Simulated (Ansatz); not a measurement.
Reaction (SMILES): CC(N)=O → CC([NH-])=O + H+
B3LYP-D3(BJ)/def2-TZVP geometries, fixed; electronic energies without zero-point terms.
Largest species:
```
C
O 1 1.2153
N 1 1.3630 2 122.17
H 3 1.0030 1 122.47 2 -179.98
H 3 1.0062 4 119.16 1 -179.92
C 1 1.5156 2 122.10 3 -179.97
H 6 1.0899 1 108.49 2 -57.78
H 6 1.0899 7 109.20 1 124.50
H 6 1.0900 7 107.54 8 118.34
```

Basis-set convergence of the deprotonation energy at r2SCAN with Ansatz (a program for electronic structure). Cartesian d functions, on some or all atoms, in 6-31G**; all else is spherical. The program fits the integrals of some runs and decomposes those of others, by size. Species with rotatable bonds are taken in one conformer. The proton leaves the site shown, which need not be the most acidic. No added dispersion term, no relativity. Functions are those of the species that has most. Reference: the value in aug-pcseg-3, 370.68 kcal/mol, itself unsure by roughly 0.09 kcal/mol (its mean distance from aug-cc-pVQZ, def2-QZVPPD).

```
basis        functions  deprotonation energy (kcal/mol)
-----------  ---------  -------------------------------
3-21G               46                           393.37
pcseg-0             46                       (withheld)
cc-pVDZ             81                           381.27
def2-SVP            81                           381.92
pcseg-1             81                           373.53
6-31G**             85                           382.76
aug-pcseg-1        137                       (withheld)
cc-pVTZ            190                       (withheld)
def2-TZVPP         194                           373.42
def2-TZVPPD        236                       (withheld)
def2-QZVPP         378                           371.63
def2-QZVPPD        420                           370.75
aug-pcseg-3        585                           370.68
```

### Question
Some entries are withheld; supply them.

### Answer

- pcseg-0, deprotonation energy (kcal/mol): 381.05
- aug-pcseg-1, deprotonation energy (kcal/mol): 367.71
- cc-pVTZ, deprotonation energy (kcal/mol): 375.76
- def2-TZVPPD, deprotonation energy (kcal/mol): 370.81
